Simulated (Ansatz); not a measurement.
Gas-phase electronic energies from Ansatz, PBE0-D4/def2-TZVP geometries. CCSD(T)/CBS adds triple-zeta CCSD(T) − MP2 to the extrapolated MP2 energy (def2 sets, frozen cores). Functionals use def2-TZVPP. B3LYP here is the variant with VWN-RPA as its local correlation; programs differ in this. Each species was taken in one conformer, which may not be the lowest.

Consider the isomerisation: `C=C(C)C(N)=O` → `C#CCNCO`.

Task: Is it downhill or uphill in electronic energy at CCSD(T)/CBS, and by how much? (An estimate is asked.)

Result: Ansatz gave: Uphill: ΔE = +219.4 kJ/mol.

Task: What do these levels give: r2SCAN-D4, PBE0-D4, B2PLYP, r2SCAN, B3LYP, SCS-MP2/def2-TZVPP? (An estimate is asked.)

Result: The calculation gave: r2SCAN-D4 249.6, PBE0-D4 242.2, B2PLYP 229.6, r2SCAN 249.2, B3LYP 235.1, SCS-MP2/def2-TZVPP 216.0 kJ/mol.

Largest T1 diagnostic among the species: 0.014.

The D4 term adds +4.1 kJ/mol with B3LYP and +2.0 kJ/mol with PBE0; it sums over pairs of atoms, weighted by their polarisabilities, and B3LYP, whose exchange is more repulsive, gets the larger term. In def2-TZVPP, CCSD(T) changes the Hartree–Fock value by −3.7 kJ/mol (the triples alone add +3.5 kJ/mol) and MP2 by −5.9 kJ/mol. From PBE to PBE0 (25 % exact exchange), in def2-TZVPP and without D4, ΔE moves by −3.5 kJ/mol.
